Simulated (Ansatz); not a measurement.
For antiferromagnetic bcc Cr, RPBE (plane waves, PAW; Ansatz, a first-principles code) gives:

- lattice parameter a: 2.905 Å
- bulk modulus: 139 GPa
- magnetic moment: 1.42 μB

Problem. What does r²SCANh (Ansatz, plane waves, PAW) give for the same quantities?

Solution. 
- lattice constant a: 3.021 Å (increases by 4.0 %)
- bulk modulus: 107 GPa (shrinks by 23 %)
- magnetic moment: 3.01 μB (rises by 1.59 μB)

For comparison: lattice constant a 2.877 Å (measured, corrected for temperature and zero-point phonon effects; as tabulated in Levämäki et al. (2014), arXiv:1402.3671); bulk modulus 194 GPa (measured, corrected for temperature and zero-point phonon effects, our sources range from 174 to 205; as tabulated in Levämäki et al. (2014), arXiv:1402.3671).

Changes are worked out from the printed values.

Unless a cell is named, each level is at its own relaxed cell (RPBE 12.26, r²SCANh 13.79 Å³/atom).

Spin-polarised runs: RPBE (opposed moments), r²SCANh (opposed moments).

Caveats: the cell is over a tenth larger than the published one: the level's own overestimate first of all, though another phase or state, or a fault of the published cell, is possible (r²SCANh); the commensurate order stands in for chromium's spin-density wave, and the size of the moments varies much between levels (RPBE, r²SCANh). Ansatz's density-functional and Hartree–Fock values are scalar-relativistic unless marked +SOC, with PAW data made under PBE.
